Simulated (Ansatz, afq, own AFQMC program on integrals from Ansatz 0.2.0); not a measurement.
Integrals from Ansatz 0.2.0, then the random walk in our own AFQMC program (afq).

```yaml
crystal:
  periodic: [false, false, false]
  atoms:
    - {symbol: Si, position_ang: [0.000000, 0.000000, 0.000000]}
    - {symbol: P, position_ang: [0.000000, 0.000000, 4.348000]}
basis:
  gaussian: {orbitals: 6-31G}
magnetization: {spin_polarized: true, initial_magnetization: 3}
correlation: {method: ccsd_t, electrons: outside_noble_gas, hamiltonian_folder: ham}
```

```sh
$ ansatz run in.yaml --threads 1 --pin off --events-out ev --progress --plain --max-ram 16896MiB --backend cuda --devices 0, --max-vram 18GiB
```

Options of the walk:

```
--method free --trial hf --walkers 50 --time-step 0.02 --max-blocks 120 --target-error 0.00144 --factor-cut 0.001 --seed 2698 --times 0.0,0.4,0.8,1.6,2.4 --taylor-order 10
```

Times are imaginary, in 1/Eh. The walk had a cap of 60 s.

Log:

```
orbitals 16  electrons 6 3  factors 57 of 280
reference energy -629.49795916 Eh
CCSD correlation -0.05550373 Eh in 25 cycles, weight of the determinant in the CISD state 0.6101
repeat  energy at the last time / Eh  error
    10  -629.552351  0.001712
    20  -629.552613  0.001533
    30  -629.552928  0.001087
time / (1/Eh)  energy / Eh  error  mean overlap
  0.00  -629.553467  0.000791  1.0000
  0.40  -629.553777  0.000824  0.9996
  0.80  -629.554079  0.000705  0.9943
  1.60  -629.553157  0.000938  0.9891
  2.40  -629.552645  0.001086  0.9903
energy -629.552645 +/- 0.001086 Eh
```

The run passed its tests (error under three times the target), which doesn't prove that it has relaxed.

Against this walk (error 29.6 meV) on the same determinant: CCSD(T) 103.8 meV lower, CCSDT(Q) 141.5 meV lower, CCSDTQ 139.4 meV lower, full CI 139.5 meV lower. The error is statistical, and a free projection of finite length keeps a remainder of its start. The determinant has ⟨S²⟩ = 4.73, so the low cluster orders mix in higher spin, and so can this walk. Full CI is exact here, so the walk's 139 meV above it is the walk's own error: what remains of the start. The determinant is a poor start (see the cautions), so the low cluster orders aren't to be relied on, and full CI is the sure value.

Cautions: remainder of the start not in the error; start is not spin pure; lower spins were not checked; strong correlation (T1 0.011, weight of the determinant 0.61, largest double 0.69); unrestricted determinant spin contaminated (⟨S²⟩ 4.73 against 3.75); CCSD(T) is in doubt: among natural orbitals it converges to other amplitudes; the CCSDT(Q) amplitudes may be one of several solutions (largest double 0.82); the CCSDTQ amplitudes may be one of several solutions (largest double 0.82); the next higher spin lies close (within 5 meV by full CI); the coarse factor cut changes the integrals a little.

The walk took 8.6 s on 1 × NVIDIA H100 80GB HBM3 with 2 threads of AMD EPYC 7R13 Processor (Zen 3) (shared host) (the card was shared). The log's last line is the free-projection energy.

CCSDT and higher add their correlation energy to the determinant of the CCSD(T) run, since their own runs factorise the integrals more tightly (a shift of under 2 meV).
